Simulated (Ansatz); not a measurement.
**What each rung costs, and what it gives**

The pair of CH₄ (SMILES C, atoms 1–5) and HCN (SMILES C#N, atoms 6–8), both closed shells, in one local arrangement (a lower one may exist), relaxed at PBE0-D4/def2-TZVP:

```xyz
8
angstrom
C -0.0119 0.0465 -1.8752
H -0.9159 -0.4304 -2.2544
H 0.0179 1.0826 -2.2127
H 0.8618 -0.4822 -2.2564
H -0.0115 0.0163 -0.7862
C 0.0203 -0.0781 3.1538
N 0.0021 -0.0551 2.0088
H 0.0372 -0.0995 4.2222
```

Interaction energies are counterpoise-corrected; the time is that of the whole pair.

Computed with Ansatz 0.2.0 (basis: as named in each row); correlated methods freeze the cores. B3LYP uses VWN-RPA correlation. Extrapolation: Hartree–Fock as exp(−7.88 √X), correlation as X^−2.97.

Times are rough, for one single point on 2 threads of a shared host (Arm Neoverse V1).

The estimate by CCSD(T) at an estimated basis limit (MP2 extrapolated from triple and quadruple zeta, plus CCSD(T) − MP2 in triple zeta) is -2.3 kJ/mol.

| method | basis | time (s) | interaction energy (kJ/mol) | method less estimate |
| --- | --- | --- | --- | --- |
| HF | STO-3G | under 1 | -0.1 | 2.2 |
| PBE-D4 | STO-3G | under 1 | -2.5 | -0.2 |
| SPW92 | def2-SVP | under 1 | -4.4 | -2.0 |
| B3LYP-D4 | 6-31G | under 1 | -2.3 | 0.0 |
| PBE-D4 | def2-SVP | under 1 | -2.8 | -0.5 |
| PBE0-D4 | def2-SVP | under 1 | -2.6 | -0.2 |
| CCSD(T) | def2-SVP | 1 | -1.0 | 1.3 |
| PBE-D4 | def2-TZVPPD | 1 | -2.8 | -0.4 |
| revPBE-D4 | def2-TZVPPD | 2 | -1.3 | 1.0 |
| BLYP-D4 | def2-TZVPPD | 2 | -1.2 | 1.2 |
| PBE0-D4 | def2-TZVPPD | 2 | -2.5 | -0.2 |
| wB97M-V | def2-SVP | 2 | -2.0 | 0.3 |
| B3LYP-D4 | def2-TZVPPD | 2 | -1.7 | 0.6 |
| HSE06-D4 | def2-TZVPPD | 2 | -2.6 | -0.2 |
| r2SCAN-D4 | def2-TZVPPD | 3 | -1.2 | 1.2 |
| B2PLYP | def2-TZVPPD | 4 | -1.2 | 1.2 |
| B97M-V | def2-TZVPPD | 6 | -2.2 | 0.1 |
| wB97X-V | def2-TZVPPD | 6 | -2.2 | 0.1 |
| wB97M-V | def2-TZVPPD | 6 | -2.0 | 0.4 |
| MP2 | def2-QZVPPD | 13 | -2.4 | 0.0 |
| CCSD(T) | def2-TZVPPD | 41 | -2.1 | 0.2 |

The T1 diagnostic stays at or below 0.015. The restricted Hartree–Fock reference is unstable towards an unrestricted one at one or more of these structures.
